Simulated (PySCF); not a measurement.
Atoms are numbered as in `[CH2:1]=[CH:2][C:3](=[O:4])[Cl:5]`; H(Xn) means a hydrogen on atom n. Ha(C1) is cis to C3; Hb(C1) is trans to C3.

GIAO shifts from PySCF on PBE0-D3(BJ)/def2-SVP geometries (one conformer, non-relativistic, equivalent nuclei averaged), against TMS at the same level and in the same medium; PCM means IEF-PCM chloroform.

Measured (solution, not stated per compound (mostly CDCl3 or CCl4); Pretsch, Buehlmann, Badertscher, Structure Determination of Organic Compounds, 4th ed. (2009)): H(C2) 6.35, Hb(C1) 6.16, Ha(C1) 6.63 ppm.

Question: Which unscaled values do PBE0/pcSseg-1, PCM; WP04/pcSseg-1, PCM; wB97X-D/pcSseg-1, PCM give, and how close are they?

Answer: 
```tsv
atoms	measured	PBE0/pcSseg-1, PCM	WP04/pcSseg-1, PCM	wB97X-D/pcSseg-1, PCM
H(C2)	6.35	6.41	6.15	6.37
Hb(C1)	6.16	6.58	6.30	6.62
Ha(C1)	6.63	7.06	6.78	7.10
```

Mean absolute error for 1H: PBE0/pcSseg-1, PCM 0.30, WP04/pcSseg-1, PCM 0.16, wB97X-D/pcSseg-1, PCM 0.32 ppm.

Carbons that carry Cl, above all several Cl atoms, come out too deshielded, partly because spin–orbit coupling is missing.
